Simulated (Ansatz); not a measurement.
hcp Y: PBE at its full settings (plane-wave cutoff 520 eV, 18×18×10 k mesh (along the axes of the cell as run), Fermi–Dirac smearing 0.05 eV, scalar-relativistic PAW data made under PBE) and at cheaper ones, in a cell of 2 atoms with Γ-centred meshes.

```
level and setting                              lattice parameter a (Å)  c axis length (Å)  bulk modulus (GPa)
---------------------------------------------  -----------------------  -----------------  ------------------
PBE (Ansatz)                                                     3.656              5.681                40.8
PBE (200 eV cutoff) (Ansatz)                                     3.651              5.694                41.6
PBE (250 eV cutoff) (Ansatz)                                     3.657                  ?                40.6
PBE (300 eV cutoff) (Ansatz)                                     3.655              5.681                40.6
PBE (Γ point alone) (Ansatz)                                     3.543              7.822                48.1
PBE (2×2×2 k mesh) (Ansatz)                                      3.022              5.913                67.7
PBE (4×4×4 k mesh) (Ansatz)                                      3.660              5.721                40.5
PBE (4×4×4 k mesh and 300 eV cutoff) (Ansatz)                    3.659              5.723                40.7
PBE (6×6×6 k mesh) (Ansatz)                                      3.654              5.671                41.5
PBE (Fermi-Dirac smearing of 0.3 eV) (Ansatz)                    3.657              5.799                37.9
```

### Question
What belongs in the gaps?

### Answer

- PBE (250 eV cutoff) (Ansatz, a program for electronic structure), c axis length (Å): 5.688

Largest shifts from the full settings: lattice constant a -17.3 % (PBE (2×2×2 k mesh)), against a difference of +0.22 % of the full result from the reference 3.648 Å (measured, 293 K, no zero-point or thermal correction; as tabulated in Wikipedia's data pages); lattice parameter c +38 % (PBE (Γ point alone)), against a difference of -0.89 % of the full result from the reference 5.732 Å (measured, 293 K, not corrected to a static lattice; as tabulated in Wikipedia's data pages); bulk modulus +66 % (PBE (2×2×2 k mesh)), against a difference of -2.2 % of the full result from the reference 41.7 GPa (measured, zero-point energy and finite temperature contributions removed, sources range from 37.3 to 41.7; as tabulated in doi:10.1021/acs.jctc.3c00612).

Ansatz's density-functional and Hartree–Fock values are scalar-relativistic unless marked +SOC, with PAW data made under PBE.

Run with cheap settings on purpose, which may leave them unconverged: PBE (200 eV cutoff), PBE (250 eV cutoff), PBE (2×2×2 k mesh), PBE (300 eV cutoff), PBE (4×4×4 k mesh and 300 eV cutoff), PBE (4×4×4 k mesh), PBE (6×6×6 k mesh), PBE (Fermi-Dirac smearing of 0.3 eV), PBE (Γ point alone).
